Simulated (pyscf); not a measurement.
`[S]=[SiH][SH]` + `[H][H]` → `[SiH2]=[S]` + `[SH2]`, a four-centre exchange (singlet surface; S–Si, H–H broken, H–Si, H–S formed). Optimised with ωB97X-D3(BJ)/def2-SVP in PySCF. Energies in kcal/mol from the separated reactants.

Small-basis levels: PySCF, no dispersion term, spherical d functions. AM1 to PM7: differences of heats of formation from MOPAC, which are fitted to 298 K values and so differ in kind from electronic energies by zero-point and thermal terms. GFN2-xTB: tblite. Cost: rough CPU time at the saddle relative to B3LYP/6-31G*, from one job on a shared machine.

| level | barrier | reaction energy | cost |
|---|---|---|---|
| HF/STO-3G | 76.6 | +12.8 | 0.06 |
| HF/6-31G* | 52.6 | +9.6 | 0.10 |
| MP2/6-31G* | 47.0 | +19.5 | 0.1 |
| B3LYP/3-21G | 43.9 | +12.9 | 0.7 |
| B3LYP/6-31G* | 37.2 | +15.0 | 1 |
| B3LYP/6-311+G** | 32.5 | +12.1 | 1 |
| PBE/def2-SVP | 23.3 | +16.1 | 1 |
| B3LYP/def2-SVP | 30.7 | +12.8 | 1.0 |
| GFN2-xTB | 31.2 | -4.2 | under 0.02 |
| AM1 | 34.7 | +13.4 | under 0.02 |
| PM6 | 34.2 | +46.5 | under 0.02 |
| PM7 | 68.7 | +50.7 | under 0.02 |
| ωB97M-D3(BJ)/def2-TZVP | 31.4 | +16.1 | – |

Against the last row the barrier runs from -8.1 (PBE/def2-SVP) to +45.2 kcal/mol (HF/STO-3G). At PM6 this geometry lies under one side, so the entry may be no barrier of that level: it is a single point on another level's saddle. ωB97M-D3(BJ)/def2-TZVP has limits of its own. On the product side the descent ends in an adduct with a S–Si contact, 13.5 kcal/mol under the separated species and 26.2 kcal/mol under the saddle at ωB97X-D3(BJ)/def2-TZVP. What is counted as broken (S–Si) persists as a longer contact in the product adduct; parting that adduct is a step of its own. One saddle was located; it need not be the lowest between these sides.
